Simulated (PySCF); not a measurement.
Nitrosomethane, CH3NO.
Bonds: C1–N2, N2–O3 (double). Hydrogens: H4, H5, H6 on C1.

Method: CAM-B3LYP/def2-TZVP geometry optimisation, gas phase in PySCF; density fitting, grid level 1; the optimiser is geomeTRIC in internal coordinates, started from a GFN2-xTB structure.

The end geometry, which sets the zero of energy:
```
atom  x, y, z in Å
C1     -0.4218   -0.0282   -0.0772
N2      0.9288   -0.4788    0.2812
O3      1.7524    0.3837    0.2500
H4     -1.0699   -0.2689    0.7669
H5     -0.7459   -0.6384   -0.9216
H6     -0.4387    1.0354   -0.3132
```

Problem. These geometries come from the run, each turned onto the end geometry. Order them by energy, lowest first.
A.
```
atom  x, y, z in Å
C1     -0.4179   -0.0342   -0.1050
N2      0.9487   -0.4898    0.1924
O3      1.7284    0.3972    0.3622
H4     -1.0069   -0.2416    0.7917
H5     -0.8076   -0.6554   -0.9102
H6     -0.4397    1.0285   -0.3449
```
B.
```
atom  x, y, z in Å
C1     -0.4105   -0.0412   -0.1174
N2      0.9552   -0.4984    0.1795
O3      1.6966    0.4128    0.3840
H4     -0.9847   -0.2350    0.7934
H5     -0.8340   -0.6563   -0.9063
H6     -0.4176    1.0229   -0.3471
```
C.
```
atom  x, y, z in Å
C1     -0.4146   -0.0229   -0.0780
N2      0.9088   -0.4664    0.2720
O3      1.7885    0.3645    0.2650
H4     -1.0592   -0.2712    0.7662
H5     -0.7412   -0.6402   -0.9159
H6     -0.4774    1.0409   -0.3231
```

Solution. A (0.008 eV), B (0.018 eV), C (0.037 eV).

In the order of the answer:

```tsv
step	E above end (eV)	largest force (eV/Å)	rms force component (eV/Å)	rms distance from end (Å)	rms bond change (Å)	bond most changed (Å)
3	0.008	0.07	0.026	0.074	0.002	C1–N2 +0.003
1	0.018	0.34	0.127	0.095	0.003	C1–H5 -0.005
0	0.037	1.61	0.534	0.027	0.015	C1–N2 -0.029
```

The cost below is that of the whole optimisation. Time: 17 s of wall time; peak memory 0.46 GiB. Hardware: one thread of an Intel Xeon Platinum 8488C, shared host with 96 logical CPUs at a one-minute load of 20.
